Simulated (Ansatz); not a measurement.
C4H7N can be A, `C=CC(C)=N`, or B, `C1=NCCC1`.

Gas-phase electronic energies from Ansatz, PBE0-D4/def2-TZVP geometries. CCSD(T)/CBS is the MP2 limit (def2-TZVPP, def2-QZVPP) plus CCSD(T) − MP2 in def2-TZVPP, frozen cores. Functionals use def2-TZVPP. Each species was taken in one conformer, which may not be the lowest.

A:

```xyz
12

C    -0.763    1.053   -1.496
C    -0.751    0.438   -0.320
C     0.475   -0.056    0.348
C     0.311   -1.297    1.170
N     1.618    0.494    0.271
H    -1.687    1.391   -1.949
H     0.151    1.226   -2.055
H    -1.692    0.233    0.186
H    -0.409   -1.124    1.976
H     1.267   -1.590    1.598
H    -0.085   -2.114    0.560
H     1.565    1.345   -0.290
```

B:

```xyz
12

C     0.981   -0.378   -0.917
N     1.546    0.093    0.112
C     0.516    0.555    1.040
C    -0.827    0.010    0.525
C    -0.521   -0.351   -0.931
H     1.575   -0.752   -1.750
H     0.757    0.222    2.052
H     0.545    1.650    1.055
H    -1.642    0.727    0.627
H    -1.107   -0.887    1.082
H    -0.955   -1.300   -1.254
H    -0.868    0.410   -1.641
```

Task: Which is lower in electronic energy at CCSD(T)/CBS, and by how much? (Best estimate.)

Result: Computed: B, by 43.8 kJ/mol.

Task: Give E(B) − E(A) in kJ/mol with CCSD(T)/def2-TZVPP, PBE-D4, PBE0-D4, CCSD/def2-TZVPP, HF/def2-TZVPP, B2PLYP, ωB97M-V. (Estimate.)

Result: Ansatz gave: CCSD(T)/def2-TZVPP -45.0, PBE-D4 -46.2, PBE0-D4 -57.3, CCSD/def2-TZVPP -47.1, HF/def2-TZVPP -36.7, B2PLYP -37.5, ωB97M-V -47.4. None reverses the order clearly.

Largest T1 diagnostic: 0.012.

In def2-TZVPP, CCSD(T) changes the Hartree–Fock value by −8.3 kJ/mol (the triples alone add +2.0 kJ/mol) and MP2 by −14.9 kJ/mol. From PBE to PBE0 (25 % exact exchange), in def2-TZVPP and without D4, E(B) − E(A) moves by −11.5 kJ/mol.
